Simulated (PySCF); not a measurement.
A side-by-side comparison of computed properties.

First species: tetrafluoromethane, CF₄.
SMILES: `FC(F)(F)F`

Second species: C5H6ClF.
Structure used (GFN2-xTB), in Å, numbered top down from 1:
```
atom  x, y, z in Å
C1    -2.205    1.463    0.315
C2    -1.340    0.538    0.719
C3    -0.150    0.186   -0.022
F4     0.033    0.873   -1.181
C5     0.783   -0.724    0.292
C6     1.990   -1.037   -0.522
Cl7    0.625   -1.639    1.749
H8    -3.082    1.702    0.889
H9    -2.059    2.007   -0.603
H10   -1.487   -0.008    1.638
H11    2.894   -0.853    0.058
H12    2.007   -0.419   -1.416
H13    1.987   -2.087   -0.812
```

Levels: CAM-B3LYP/def2-SVPD for dipole moment, HOMO energy, LUMO energy, HOMO–LUMO gap, static isotropic polarisability and electronic spatial extent ⟨r²⟩ about the centre of nuclear charge; TDDFT CAM-B3LYP/def2-SVPD for lowest singlet excitation; TDA CAM-B3LYP/def2-SVPD for lowest triplet excitation (Tamm–Dancoff). Geometries: GFN2-xTB. All species are isolated and taken at one optimised geometry, non-relativistic unless stated; the electronic structure was computed with PySCF and density fitting.

The conformers computed, where there is a choice (atom-mapped SMILES and torsion angles):
- `[CH2:1]=[CH:2]/[C:3]([F:4])=[C:5](/[CH3:6])[Cl:7]`: C1–C2–C3–F4 0°

Values for the first species:

- Dipole moment: 0.00 D
- HOMO energy: -14.40 eV
- LUMO energy: 1.24 eV
- HOMO–LUMO gap: 15.64 eV
- Lowest singlet excitation: 12.23 eV
- Lowest triplet excitation (Tamm–Dancoff): 12.03 eV
- Static isotropic polarisability: 18.8 au
- Electronic spatial extent ⟨r²⟩ about the centre of nuclear charge: 280 bohr²

Task: Estimate the same properties for the second species, and the change in each.

Result: 
```json
{"property": "dipole moment", "first": "0.00 D", "second": "0.07 D", "second less first": "+0.07 D"}
{"property": "HOMO energy", "first": "-14.40 eV", "second": "-7.96 eV", "second less first": "+6.44 eV"}
{"property": "LUMO energy", "first": "1.24 eV", "second": "-0.19 eV", "second less first": "-1.43 eV"}
{"property": "HOMO–LUMO gap", "first": "15.64 eV", "second": "7.77 eV", "second less first": "-7.87 eV"}
{"property": "lowest singlet excitation", "first": "12.23 eV", "second": "5.36 eV", "second less first": "-6.87 eV"}
{"property": "lowest triplet excitation (Tamm–Dancoff)", "first": "12.03 eV", "second": "3.00 eV", "second less first": "-9.03 eV"}
{"property": "static isotropic polarisability", "first": "18.8 au", "second": "82.0 au", "second less first": "+63.2 au"}
{"property": "electronic spatial extent ⟨r²⟩ about the centre of nuclear charge", "first": "280 bohr²", "second": "1029 bohr²", "second less first": "+749 bohr²"}
```

On the first: Point group Td forbids a permanent dipole, so the rigid molecule has no electric-dipole pure rotational spectrum. The polarisability is 2.78 Å³ as a volume (1 au = 0.148185 Å³), or 0.45 au for each of the 42 electrons.

On the second: The vertical singlet–triplet gap S1 − T1 is 2.36 eV (TDDFT singlet less Tamm–Dancoff triplet; S1: HOMO→LUMO, weight 0.97; T1: HOMO→LUMO, weight 0.92). The polarisability is 12.15 Å³ as a volume (1 au = 0.148185 Å³), or 1.32 au for each of the 62 electrons.
